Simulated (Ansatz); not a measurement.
Results of PBE0 in Ansatz (PAW) for CsCl-type TlCl.

Settings: plane-wave cutoff 520 eV, 6×6×6 k mesh, scalar-relativistic PAW data made under PBE.

Computed at the level's own relaxed cell.

```yaml
crystal:
  lattice:
    - [3.87646, 0.00000, 0.00000]
    - [0.00000, 3.87646, 0.00000]
    - [0.00000, 0.00000, 3.87646]
  atoms:
    - { symbol: Tl, position: [0.00000, 0.00000, 0.00000] }
    - { symbol: Cl, position: [0.50000, 0.50000, 0.50000] }
```

**Question.** Give the elastic tensor (Voigt notation, GPa, ions relaxed, in the Cartesian axes of the cell as printed).

**Answer.** 
```
   42.5    14.0    14.0     0.0     0.0     0.0
   14.0    42.5    14.0     0.0     0.0     0.0
   14.0    14.0    42.5     0.0     0.0     0.0
    0.0     0.0     0.0     6.3     0.0     0.0
    0.0     0.0     0.0     0.0     6.3     0.0
    0.0     0.0     0.0     0.0     0.0     6.3
```

Spin–orbit coupling is not included; it can shift volumes and moduli of such heavy elements.

The computed numbers hold no vibrational or temperature effects.

Ansatz is a program for electronic structure.
